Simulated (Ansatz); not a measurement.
# CH2NS+: one structure at several levels

The task here is to estimate one member of a computed series from the others.

Method: single points in def2-TZVPP; program: Ansatz 0.2.0, Gaussian basis.

Cores are frozen in the correlated methods.

### Starting geometry

SMILES `N=[C+]S`, 5 atoms, charge 1, spin multiplicity 1.

Atoms are counted from 1 here; the program's logs count them from 0.

Bond lengths: N1–C2 1.153 Å, N1–H4 1.010 Å, C2–S3 1.622 Å, S3–H5 1.339 Å. Angles: C2–N1–H4 175.6°, N1–C2–S3 175.7°, C2–S3–H5 93.5°.

As a file:

```
N    -0.8468   -0.8199   -0.1352
C     0.0927   -0.1876    0.0810
S     1.4807    0.5994    0.3746
H    -1.6872   -1.3674   -0.2501
H     1.0029    1.7723   -0.0615
```

The first run:

Contents of run/in.yaml:

```yaml
crystal:
  periodic: [false, false, false]
  atoms:
    - {symbol: N, position_ang: [-0.846800, -0.819900, -0.135200]}
    - {symbol: C, position_ang: [0.092700, -0.187600, 0.081000]}
    - {symbol: S, position_ang: [1.480700, 0.599400, 0.374600]}
    - {symbol: H, position_ang: [-1.687200, -1.367400, -0.250100]}
    - {symbol: H, position_ang: [1.002900, 1.772300, -0.061500]}
basis:
  gaussian: {orbitals: def2-TZVPP}
total_charge: 1
correlation: {method: ccsd_t}
output: {forces: true}
```

No record of the launch command was kept for these runs.

Steps of the session up to this table: CCSD(T)/def2-TZVPP; PBE0-D4/def2-TZVPP; wB97M-V/def2-TZVPP; r2SCAN-D4/def2-TZVPP; PBE-D4/def2-TZVPP; wB97X-V/def2-TZVPP; BLYP-D4/def2-TZVPP.

One table of the session follows, with a row left open; its other results are not shown here.

```
   method  RMS force component (eV/Å)  angle to CCSD(T) forces (°)
  CCSD(T)                       0.628                    reference
  PBE0-D4                       0.638                         31.3
  wB97M-V                       0.833                         30.3
r2SCAN-D4                       0.452                         21.9
   PBE-D4                       0.458                         37.3
  wB97X-V                           ?                            ?
  BLYP-D4                       0.518                         27.3
```

**Question.** Estimate the row for wB97X-V.

As computed: RMS force component (eV/Å): 0.805; angle to CCSD(T) forces (°): 29.9. In the column «RMS force component (eV/Å)» it lies between PBE0-D4 (0.638) and wB97M-V (0.833).
